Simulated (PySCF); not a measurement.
Species: C₃H₃Cl₃.
Geometry (GFN2-xTB, Å), atoms numbered from 1 in this order:
```xyz
9
C3H3Cl3 angstrom
C     -1.414    0.326   -0.191
C     -0.206    0.453    0.326
C      0.975   -0.385   -0.016
Cl     0.650   -1.628   -1.228
Cl     2.283    0.670   -0.634
Cl     1.570   -1.192    1.467
H     -1.647   -0.422   -0.930
H     -2.214    0.976    0.114
H      0.017    1.208    1.068
```

Level of theory: TDDFT CAM-B3LYP/def2-SVPD, vertical, gas phase, core orbitals frozen in the response in PySCF.

Ground-to-excited transition dipoles (e·a0, same axes as the geometry; the sign carries no meaning), for the states with f of 0.002 or more among the lowest 8:

```
state  E (eV)      μx      μy      μz
   S3   6.637  -0.781   0.283  -0.016
   S4   6.710   0.361   0.067   0.181
   S5   7.053   0.699  -0.035   0.205
   S7   7.288  -0.018   0.119  -0.127
   S8   7.296   0.619  -0.123   0.076
```

(1) Work out the oscillator strengths.

(2) Which bond between heavy atoms lies closest to the direction of the S3 transition dipole?

(3) What angle do the transition dipoles of S5 and S8 make?

(4) How is the summed strength of these states shared among x, y and z?

(5) What peak molar absorption coefficient would the strongest computed level give as a lone Gaussian band 0.4 eV wide at half height?

Results:

(1) f = (2/3) ΔE |μ|² with ΔE in hartree (27.2114 eV).

```json
{"state": "S3", "|μ|² (au)": "0.690", "|μ| (D)": "2.11", "f": "0.112"}
{"state": "S4", "|μ|² (au)": "0.168", "|μ| (D)": "1.04", "f": "0.028"}
{"state": "S5", "|μ|² (au)": "0.532", "|μ| (D)": "1.85", "f": "0.092"}
{"state": "S7", "|μ|² (au)": "0.031", "|μ| (D)": "0.44", "f": "0.005"}
{"state": "S8", "|μ|² (au)": "0.405", "|μ| (D)": "1.62", "f": "0.072"}
```

(2) C2–C3, at 21° from it; next C1–C2 at 33°.

(3) |cos θ| = |μa·μb| / (|μa| |μb|) = 0.98, so θ ≈ 13° (taken between 0 and 90°, since the signs are arbitrary).

(4) (2/3) Σ ΔE μα² gives 0.274 for x, 0.019 for y and 0.017 for z, 0.309 in all.

(5) ε(max) = 2.175×10⁸ f / FWHM, with the width in cm⁻¹. S3: 2.175×10⁸ × 0.1121 / 3226 ≈ 7600 L mol⁻¹ cm⁻¹.

Time: 18 s wall. Hardware: Arm Neoverse V2, one thread, no GPU, shared host.
